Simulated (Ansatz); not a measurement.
`CCCCC#N` + H₂ → `CCCC#N` + CH₄ at 500 K and 1 bar (hydrogenolysis of a C–C bond).

Computed with Ansatz on PBE0-D4/def2-TZVP structures; ΔE is electronic, products minus reactants. CBS: MP2 limit from def2 TZ/QZ plus the TZ coupled-cluster correction, frozen cores. This one scheme is used for every species. One conformer a species, not always the lowest.

| species | CCSD(T)/CBS energy (Eh) | H − E (kJ/mol) | S (J/(mol·K)) |
| --- | --- | --- | --- |
| `CCCCC#N` | -250.37826 | 395.3 | 417.8 |
| H₂ | -1.17544 | 41.0 | 145.5 |
| `CCCC#N` | -211.11677 | 311.5 | 373.7 |
| CH₄ | -40.46206 | 135.6 | 206.8 |

H − E and S are ideal-gas, rigid-rotor, harmonic terms from PBE0-D4/def2-TZVP, for one conformer and one mirror image of each species. The MP2-based limit puts H₂ 0.8 mEh under its directly extrapolated value; such offsets cancel only in part. 1 Eh = 2625.50 kJ/mol, R = 8.31446 J/(mol·K).

Problem. By hand: ΔE, ΔH, ΔS and ΔG.

Solution. ΔE = (-211.11677) + (-40.46206) − (-250.37826) − (-1.17544) = -0.02513 Eh = -66.0 kJ/mol. Δ(H − E) = 311.5 + 135.6 − 395.3 − 41.0 = 10.8, so ΔH = -55.2 kJ/mol. ΔS = 373.7 + 206.8 − 417.8 − 145.5 = 17.2 J/(mol·K). ΔG = -55.2 − 500 × (17.2)/1000 = -63.8 kJ/mol.

Problem. By hand: the equilibrium constant, and the temperature at which ΔG would vanish if ΔH and ΔS stayed fixed.

Solution. log₁₀ K = −ΔG/(RT ln 10) = 6.7. ΔH and −TΔS have one sign here, so there is no such temperature.

ΔH outweighs TΔS. A doubt of 5 kJ/mol in ΔE shifts log₁₀ K by 0.5 here. Other conformers and mirror images would add mixing entropy, several J/(mol·K) or more a flexible species. These are equilibria of isolated gas molecules and say nothing of rates. Largest T1 diagnostic: 0.011 (customary marks: 0.02 for closed shells, 0.045 for open ones).
